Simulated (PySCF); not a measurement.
Compound: PF3.
Geometry (PBE0-D3(BJ)/def2-SVP, Å), atoms numbered from 1 in this order:
```xyz
4
PF3 angstrom
F     -0.8266   -1.0649   -0.3780
P      0.0177   -0.1071    0.5791
F      1.3789   -0.1382   -0.2532
F     -0.5321    1.2822    0.0171
```

Jobs on this species (4 atoms, 42 electrons) with PySCF (density fitting). Hardware of each: one thread, Arm Neoverse V2 (aarch64), no GPU (shared host). Other jobs ran on the host; a repeat could differ by tens of per cent or more. Peak memory is the resident size of the whole Python process, interpreter and libraries included.

Task: Rank these jobs by wall time, shortest first.
A. PBE0/def2-TZVP; 10 singlets by full TDDFT, 4 Tamm–Dancoff triplets, polarisability; 130 basis functions
B. PBE0/aug-cc-pVTZ; 10 singlets by full TDDFT, 4 Tamm–Dancoff triplets, polarisability; 188 basis functions
C. PBE0/6-31G*; 10 singlets by full TDDFT, 4 Tamm–Dancoff triplets, polarisability; 60 basis functions

Result: C (2.2 s), A (5.8 s), B (11 s).

All jobs:

| level and settings | work | basis functions | SCF cycles | wall time | peak memory |
| --- | --- | --- | --- | --- | --- |
| PBE0/6-31G* | 10 singlets by full TDDFT, 4 Tamm–Dancoff triplets, polarisability | 60 | 10 | 2.2 s | 0.41 GiB |
| PBE0-D3(BJ)/def2-SVP, grid level 1 | geometry optimisation from a GFN2-xTB start shaken at random | 60 | 33 | 4.3 s | 0.28 GiB |
| PBE0/def2-TZVP | 10 singlets by full TDDFT, 4 Tamm–Dancoff triplets, polarisability | 130 | 12 | 5.8 s | 0.46 GiB |
| PBE0/def2-SVPD | 10 singlets by full TDDFT, 4 Tamm–Dancoff triplets, polarisability, ΔSCF ions | 93 | 11 | 6.1 s | 0.40 GiB |
| wB97X-D/def2-SVPD | 10 singlets by full TDDFT, 4 Tamm–Dancoff triplets, polarisability, ΔSCF ions | 93 | 12 | 7.0 s | 0.41 GiB |
| CAM-B3LYP/def2-SVPD | 10 singlets by full TDDFT, 4 Tamm–Dancoff triplets, polarisability, ΔSCF ions | 93 | 11 | 7.2 s | 0.41 GiB |
| PBE0/def2-TZVPD | 10 singlets by full TDDFT, 4 Tamm–Dancoff triplets, polarisability | 163 | 12 | 8.6 s | 0.59 GiB |
| LC-wPBE/def2-SVPD | 10 singlets by full TDDFT, 4 Tamm–Dancoff triplets, polarisability, ΔSCF ions | 93 | 12 | 9.2 s | 0.41 GiB |
| PBE0/aug-cc-pVTZ | 10 singlets by full TDDFT, 4 Tamm–Dancoff triplets, polarisability | 188 | 12 | 11 s | 0.67 GiB |

Task: What do all jobs in the table cost together?

Result: About 61 s; the longest takes about 18 % of that, and about 5 times as long as the shortest.
